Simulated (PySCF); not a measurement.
Species: cyclobutanone, C4H6O.
Atom-mapped SMILES: `[O:1]=[C:2]1[CH2:3][CH2:4][CH2:5]1` (hydrogens: H6, H7 on C3; H8, H9 on C4; H10, H11 on C5)

The same species was optimised twice, with GFN2-xTB and with PBE0-D3(BJ)/def2-SVP (PySCF), and the same property calculations (PySCF, gas phase) were run on both structures.

```
   coordinate  GFN2-xTB  PBE0-D3(BJ)/def2-SVP  change
   C5–H10 (Å)     1.089                 1.103  +0.014
    C3–H6 (Å)     1.089                 1.103  +0.014
    C2–C3 (Å)     1.514                 1.527  +0.013
    C2–C5 (Å)     1.514                 1.527  +0.013
    C3–H7 (Å)     1.088                 1.101  +0.013
   C5–H11 (Å)     1.089                 1.101  +0.012
    C4–H9 (Å)     1.087                 1.099  +0.012
    C4–H8 (Å)     1.087                 1.098  +0.011
    C3–C4 (Å)     1.540                 1.548  +0.008
    C4–C5 (Å)     1.540                 1.548  +0.008
    O1=C2 (Å)     1.196                 1.195  -0.001
C4–C5–H11 (°)     115.7                 118.8    +3.1
 C4–C3–H7 (°)     115.8                 118.6    +2.8
C2–C5–H10 (°)     113.7                 111.0    -2.7
 C2–C3–H6 (°)     113.7                 111.2    -2.5
C2–C5–H11 (°)     113.8                 116.0    +2.2
 C2–C3–H7 (°)     113.7                 115.9    +2.2
C4–C5–H10 (°)     115.8                 113.8    -2.0
 C3–C4–H8 (°)     114.2                 116.1    +1.9
```

Rotational constants: A = 11146, B = 4862, C = 3614 MHz (GFN2-xTB) against A = 10840, B = 4852, C = 3610 MHz (PBE0-D3(BJ)/def2-SVP). Point groups within 0.08 Å: C2v and Cs.

On the GFN2-xTB structure: HOMO (eV) -7.18 [PBE0/pcSseg-1]; LUMO (eV) -0.63 [PBE0/pcSseg-1]; dipole (D) 2.93 [PBE0/pcSseg-1]; GIAO shielding of O1 (ppm) -348.2 [PBE0/pcSseg-1]; GIAO shielding of C2 (ppm) -26.9 [PBE0/pcSseg-1]; GIAO shielding of C3/C5 (mean) (ppm) 138.4 [PBE0/pcSseg-1]; GIAO shielding of C4 (ppm) 176.8 [PBE0/pcSseg-1].

Task: What do these properties become on the PBE0-D3(BJ)/def2-SVP structure?

Result: 
| property | level | on GFN2-xTB | on PBE0-D3(BJ)/def2-SVP | change |
| --- | --- | --- | --- | --- |
| HOMO (eV) | PBE0/pcSseg-1 | -7.18 | -7.19 | -0.01 |
| LUMO (eV) | PBE0/pcSseg-1 | -0.63 | -0.62 | +0.01 |
| dipole (D) | PBE0/pcSseg-1 | 2.93 | 2.90 | -0.03 |
| energy, GFN2-xTB geometry as zero (kcal/mol) | PBE0/pcSseg-1 | 0.0 | -0.2 | -0.2 |
| GIAO shielding of O1 (ppm) | PBE0/pcSseg-1 | -348.2 | -335.3 | +12.9 |
| GIAO shielding of C2 (ppm) | PBE0/pcSseg-1 | -26.9 | -25.0 | +1.9 |
| GIAO shielding of C3/C5 (mean) (ppm) | PBE0/pcSseg-1 | 138.4 | 135.5 | -2.9 |
| GIAO shielding of C4 (ppm) | PBE0/pcSseg-1 | 176.8 | 173.0 | -3.8 |

The heavy atoms differ by 0.087 Å rms after alignment. Among all bonds C2–C3, C2–C5, C3–H6, C3–H7 and C5–H10 change most and about equally (+0.013 to +0.014 Å). Changes are differences of the printed values. Neither structure is proved a minimum here.
